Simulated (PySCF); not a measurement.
An unknown is described by computed data only.

Formula: C3H5Cl.

- UV, strongest line: among the 8 lowest singlet transitions: S3 at 7.37 eV (168 nm, f = 0.289) [TDDFT wB97X-D/def2-SVPD]
- Dipole: 2.07 D [wB97X-D/def2-SVPD]
- Triplet: lowest triplet excitation (Tamm–Dancoff): 4.50 eV [TDA wB97X-D/def2-SVPD]
- Polarisability: 52.6 au [wB97X-D/def2-SVPD]
- UV, first state: lowest singlet excitation: 6.82 eV (182 nm, f = 0.083) [TDDFT wB97X-D/def2-SVPD]
- XPS: Cl2p3/2 205.7, C1s 290.6, C1s 291.1, C1s 292.5, Cl1s 2828.3 eV [ΔSCF SCAN, pcX-2 on the ionised atom, pcseg-1 elsewhere, spin-free X2C, 2p3/2 from a spin–orbit splitting computed afterwards within the 2p shell]
- Rotational structure: rotational constants A, B, C: 20.429, 2.894, 2.789 GHz [GFN2-xTB]

Gas-phase values; electronic properties from PySCF, density fitting. Levels stand in brackets. The structure is a single GFN2-xTB conformer in the gas phase; no vibrational or solvent corrections.

Task: What is the compound? Reason from the data.

Result: Numbering: `[CH2:1]=[CH:2][CH2:3][Cl:4]`. Its formula, C3H5Cl, gives 1 degree of unsaturation: 0 rings and 1 π bond in the structure found. The core levels belong to: Cl2p3/2 205.7 eV, alkyl chlorine [Cl4]; C1s 290.6 eV, terminal =CH2 carbon [C1]; C1s 291.1 eV, alkene CH carbon [C2]; C1s 292.5 eV, sp3 C–Cl carbon [C3]; Cl1s 2828.3 eV, alkyl chlorine [Cl4]. The optimised geometry has point group C1 and is an asymmetric top. Structure: `ClCC=C`. Computed isomers that give other values at the same levels: `ClC1CC1` (rotational constant A: 16.776 GHz; this holds for the one conformer computed); `C/C=C/Cl` (rotational constant A: 42.015 GHz; this holds for the one conformer computed). The assignments are read from this structure; whether some other isomer fits the data as well wasn't checked.

Shape of the structure used: `[CH2:1]=[CH:2][CH2:3][Cl:4]`: C1–C2–C3–Cl4 -114°.
